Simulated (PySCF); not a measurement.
# Functional benchmark on one molecule

Molecule: difluorosilane (SMILES F[SiH2]F).

Bonds (- single, = double, # triple, : aromatic): F1-Si2 1.612 Å, Si2-F3 1.612 Å. Si2 carries H4, H5.

Geometry PBE0-D3(BJ)/def2-SVP throughout; GIAO in PySCF, gas phase, one conformer, non-relativistic; equivalent atoms averaged; basis pcSseg-2.

Reference values (measured; Pure Appl. Chem., pac-2019-0202, supplement (literature 29Si shifts of SiX4)): δ(Si2) = -28.5 ppm vs TMS. Computed shifts are taken against TMS, calculated as an isolated molecule at each level.

How do the functionals HF, LDA, PBE, BLYP, BP86, OPBE, KT2, KT3, B97-D, B3LYP, PBE0, mPW1PW91, WP04, B97-2, BHandHLYP, CAM-B3LYP, wB97X-D, LC-wPBE perform against the reference? Times are CPU seconds on shared hosts with different chips, so compare them loosely; the GGAs took longer than the global hybrids here, which isn't the general rule, and the cause wasn't traced.

Results:


```csv
functional,kind,Si2,abs. error Si,core-s
HF,Hartree–Fock,-40.0,11.5,2
LDA,LDA,-10.0,18.5,4.3
PBE,GGA,-20.4,8.1,5.7
BLYP,GGA,-31.1,2.6,5.9
BP86,GGA,-22.2,6.3,5.6
OPBE,GGA,-17.1,11.4,5.9
KT2,GGA,-17.0,11.5,5.9
KT3,GGA,-24.4,4.1,7
B97-D,GGA,-30.1,1.6,5.9
B3LYP,global hybrid,-31.0,2.5,4.2
PBE0,global hybrid,-22.3,6.2,4.2
mPW1PW91,global hybrid,-23.7,4.8,4.3
WP04,global hybrid,-43.9,15.4,3.6
B97-2,global hybrid,-27.0,1.5,3.5
BHandHLYP,global hybrid,-33.2,4.7,3.4
CAM-B3LYP,range-separated hybrid,-26.0,2.5,4.4
wB97X-D,range-separated hybrid,-24.5,4.0,4.5
LC-wPBE,range-separated hybrid,-14.4,14.1,5.7
```

For ²⁹Si the closest is B97-2 (1.5 ppm, with B97-D practically level) and the furthest LDA (18.5 ppm). One molecule is a small sample, and vibrational and solvent effects are absent from the calculation.
